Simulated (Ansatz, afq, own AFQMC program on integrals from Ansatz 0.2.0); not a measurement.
# Where AFQMC and coupled cluster stand for AuSiH3, singlet

```tsv
atom	x (Å)	y (Å)	z (Å)
Au	-0.3507	0.0023	0.0020
Si	2.1666	-0.0139	-0.0121
H	2.7103	-1.5563	-0.0096
H	2.7326	0.7567	1.3146
H	2.7176	0.7471	-1.3507
```

Connectivity, by distances: Au–SiH3.

Basis def2-SVP with its core potentials. Noble-gas cores (and the filled d shells of Ga–Kr and In–Xe) are frozen. Ansatz 0.2.0 and our own AFQMC program on the same integrals; the CISD trial comes from CCSD amplitudes, and released means the phaseless constraint is let go. Uncertainties: one standard error, sampling alone. No spin–orbit coupling. The metal's outer-core s and p shells are frozen, which shifts wave-function levels against functionals.

Determinant: RHF, the one that the program's search chose, which needn't be the lowest solution. The geometry is a point of a scan.

No full CI on the walks' own integrals is used here; CCSDT(Q) serves as the reference and is uncertain by about the last step of the cluster series.

Cautions: no spin-orbit coupling; outer-core shells of the metal frozen; higher spins were not checked.

```
T1 diagnostic                               : 0.0268
weight of the determinant in the CISD state : 0.832
size of the correlated space                : 18 electrons in 56 orbitals
```

```csv
level,correlation energy (eV)
MP2,-10.5884
CCSD,-10.8443
CCSD(T),-11.1242
```

Problem. Estimate where phaseless AFQMC with the Hartree–Fock trial lies against CCSD(T) on the same integrals.

Solution. 1.76 ± 0.55 kcal/mol below CCSD(T).

Reference: CCSDT(Q), correlation energy -11.152 eV. The released energy is read at 2.60 1/Eh (meV from the phaseless value at times in 1/Eh: -1 ± 5 at 0.24, -8 ± 4 at 0.60, 5 ± 8 at 1.20, -9 ± 8 at 1.80, 4 ± 11 at 2.60).

```tsv
level	E − E(reference) (kcal/mol)	share of correlation (%)
CCSD(T)	0.65	99.75
CCSDT	0.31	99.88
ph-AFQMC/HF	-1.11 ± 0.55	100.43
ph-AFQMC/CISD	0.18 ± 0.14	99.93
released AFQMC	0.26 ± 0.24	99.90
```

A walk keeps the symmetry of its determinant, which the program's search chose and which needn't be the lowest solution, so a lower state of the same spin and another symmetry isn't excluded. Released energies are given only where the last usable release times agree within the noise; a slower fall can still hide under it.
